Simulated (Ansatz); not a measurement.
Geometry optimisation, RKS B3LYP/def2-SVPD in Ansatz.

Input file:

```yaml
crystal:
  periodic: [false, false, false]
  atoms:
    - { symbol: O, position_ang: [-0.41557, 1.32362, -0.89303] }
    - { symbol: C, position_ang: [-0.04514, 0.32272, -0.03983] }
    - { symbol: S, position_ang: [1.76717, 0.15, -0.2353] }
    - { symbol: S, position_ang: [-0.97517, -1.24432, -0.44199] }
    - { symbol: H, position_ang: [-1.37496, 1.43385, -0.90199] }
    - { symbol: H, position_ang: [2.24354, 1.09905, -1.11665] }
    - { symbol: H, position_ang: [1.92956, -0.6317, 0.83331] }
    - { symbol: H, position_ang: [-0.62849, -1.89571, 0.66445] }
basis:
  gaussian: { orbitals: def2-SVPD }
hamiltonian:
  xc: b3lyp
relax:
  f_tol: 0.02
  max_steps: 50
```

Run as:

```bash
$ ansatz run input.yaml --threads 2 --pin off --max-ram 3072MiB --backend cpu --events-out ev --progress --plain --runs-dir out
```

**Question.** Where does it end, and by what steps?

**Answer.** The forces met the threshold. After 19 steps the energy has fallen by 2.549 eV; H6 moved furthest, 0.89 Å.

| step | energy less start (eV) | largest force component (eV/Å) | accepted |
| --- | --- | --- | --- |
| 0 | 0.0000 | 2.406 | yes |
| 1 | -0.7160 | 0.980 | yes |
| 2 | -1.2656 | 1.357 | yes |
| 3 | -1.7592 | 1.488 | yes |
| 4 | -2.1574 | 1.163 | yes |
| 5 | -2.3313 | 1.133 | yes |
| 6 | -2.3469 | 0.640 | yes |
| 7 | -2.4273 | 0.296 | yes |
| 8 | -2.4405 | 0.231 | yes |
| 9 | -2.4614 | 1.340 | yes |
| 10 | -2.4866 | 0.884 | yes |
| 11 | -2.4794 | 0.813 | no |
| 12 | -2.5190 | 0.288 | yes |
| 13 | -2.5336 | 0.230 | yes |
| 14 | -2.5315 | 0.674 | no |
| 15 | -2.5420 | 0.145 | yes |
| 16 | -2.5469 | 0.074 | yes |
| 17 | -2.5482 | 0.081 | yes |
| 18 | -2.5488 | 0.037 | yes |
| 19 | -2.5489 | 0.014 | yes |

```xyz
8
Properties=species:S:1:pos:R:3
O -0.781 1.221 -0.926
C -0.089 0.253 -0.179
S 1.597 0.719 -0.096
S -0.394 -1.442 -0.693
H -1.395 1.668 -0.331
H 2.471 0.243 -1.120
H 2.066 -0.220 0.760
H -0.973 -1.884 0.452
```

The run took 68 s on 2 threads of Arm Neoverse V2, with other jobs on the host, peak memory 0.32 GiB.
